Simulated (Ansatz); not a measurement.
ethane (SMILES CC) moved off its minimum; all values from Ansatz (a quantum-chemistry and plane-wave program), cores frozen in correlated methods.
(charge 0, multiplicity 1)
```xyz
8

C     -0.74301     0.14374    -0.00184
C      0.75438    -0.12986     0.01270
H     -1.25876    -0.52817    -0.76707
H     -0.97450     1.15606    -0.26839
H     -1.19059    -0.10124     0.97551
H      1.01473    -1.12746     0.26543
H      1.24454     0.52408     0.75296
H      1.21569     0.12057    -0.89433
```

Forces at HF/def2-TZVPP (eV/Å):

```csv
atom,Fx,Fy,Fz
C1,-0.903,-2.036,-0.622
C2,-0.080,1.403,1.495
H3,0.700,1.005,1.101
H4,-0.018,0.365,0.048
H5,0.192,0.317,-0.573
H6,-0.055,-0.812,0.131
H7,-0.274,-0.383,-0.191
H8,0.437,0.140,-1.389
```

Q: Give the forces (eV/Å), the total energy and the dipole at CCSD(T)/cc-pVTZ.

A: 
```
atom      Fx      Fy      Fz
----  ------  ------  ------
C1    -0.732  -1.933  -0.579
C2    -0.281   1.297   1.436
H3     0.567   0.815   0.896
H4    -0.086   0.619  -0.038
H5     0.079   0.227  -0.316
H6     0.038  -1.039   0.203
H7    -0.149  -0.212  -0.026
H8     0.564   0.225  -1.576
```
Energy -79.6701 hartree, dipole 0.06 D.
